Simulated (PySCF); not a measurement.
An unknown is described by computed data only.

Formula: CH2F2.

| Item | Value |
| --- | --- |
| NMR, other nuclei | isotropic shieldings of nuclei other than C and H, by class: 328 (2 F) ppm [GIAO PBE0/pcSseg-1] |
| Dipole | 1.92 D [PBE0/pcSseg-1] |
| Couplings | largest of the computed one-bond spin–spin couplings (means over like bonds): 19F–13C -308.5 (×2), 13C–1H +183.8 (×2) Hz [B3LYP/pcJ-1] |
| 13C NMR | chemical shifts (computed TMS as zero) by class: 111.3 (1 C) ppm [GIAO PBE0/pcSseg-1] |
| 1H NMR | chemical shifts (computed TMS as zero) by class: 5.68 (2 H) ppm [GIAO PBE0/pcSseg-1] |
| Rotational structure | rotational constants A, B, C: 50.332, 10.668, 9.351 GHz [PBE0-D3(BJ)/def2-SVP] |

The electronic properties come from PySCF, for the isolated species, density fitting. Levels stand in brackets. Geometry: PBE0-D3(BJ)/def2-SVP; no solvent, vibrations or thermal averaging. NMR classes are plain means over equivalent atoms (diastereotopic ones count apart unless rotation or inversion swaps them), as if these changed places fast.

Question: What is the compound? Reason from the data.

Answer: Numbering: `[F:1][CH2:2][F:3]`. Its formula, CH2F2, gives 0 degrees of unsaturation, so no ring and no π bond. The one carbon: CF2 carbon [C2] (111.3 ppm). All hydrogens form one class (5.68 ppm): methylene hydrogen. The other shieldings belong to: 328 ppm, fluorine of a CF2 group [F1/F3]. The couplings run between: -308.5 Hz, fluorine of a CF2 group [F1] and CF2 carbon [C2] (with 1 like pair); +183.8 Hz, CF2 carbon [C2] and its hydrogen (with 1 like pair). The optimised geometry has point group C2v and is an asymmetric top. Structure: `FCF` (CH2F2). The assignments are read from this structure; whether some other isomer fits the data as well wasn't checked.
